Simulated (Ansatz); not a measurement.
Input file:

```yaml
crystal:
  periodic: [false, false, false]
  atoms:
    - {symbol: Cl, position_ang: [0.000000, 0.000000, -1.197600]}
    - {symbol: H, position_ang: [0.000000, 0.000000, 0.081200]}
    - {symbol: H, position_ang: [0.000000, 0.000000, 1.116400]}
basis:
  gaussian: {orbitals: cc-pVDZ}
magnetization: {spin_polarized: false, initial_magnetization: 1}
correlation: {method: fci, electrons: outside_noble_gas}
```

```sh
$ ansatz run in.yaml --threads 2 --pin off --events-out ev --progress --plain --max-ram 24576MiB --backend cuda --devices 0, --max-vram 18GiB
```

Output:

```
480 factors; integrals over basis functions are off by at most 1.7e-7 eV
mean field evaluation 1: about -12531.7324 eV, gradient 1.0e1 eV
mean field evaluation 2: about -12531.7402 eV, gradient 1.0e1 eV
mean field evaluation 4: about -12532.4052 eV, gradient 1.7e0 eV
mean field evaluation 8: about -12532.4477 eV, gradient 1.2e-1 eV
mean field -12532.44781915 eV, -460.5589625555 hartree, gradient 2.1e-6 eV, S^2 0.750000; 0 other end points of the search recorded, 0 dependent functions left out
mean field evaluation 16: about -12531.7358 eV, gradient 8.7e0 eV
5 core orbitals not correlated: weight in the atoms' cores, before any rotation towards them, 1.000 or more for the frozen orbitals, at most 0.000 for the correlated occupied ones
reference -12532.44781915 eV, -460.5589625555 hartree; 5, 4 occupied and 18, 19 virtual orbitals, 480 factors
state -12537.31955875 eV, -460.7379956838 hartree
Total energy: -12537.31955875 eV, -460.7379956838 hartree
```

Natural occupations: 1.9818 1.9629 1.9629 1.9530 0.9989 0.0322 0.0148 0.0148 0.0144 0.0144 0.0108 0.0108 0.0100 0.0072 0.0037 0.0022 0.0016 0.0016 0.0011 0.0003 0.0003 0.0002 0.0001.

Ran on 2 threads of AMD EPYC 7R13 with a shared H100 80 GB, shared host: 4.3 min wall, 8.5 GiB peak host memory.
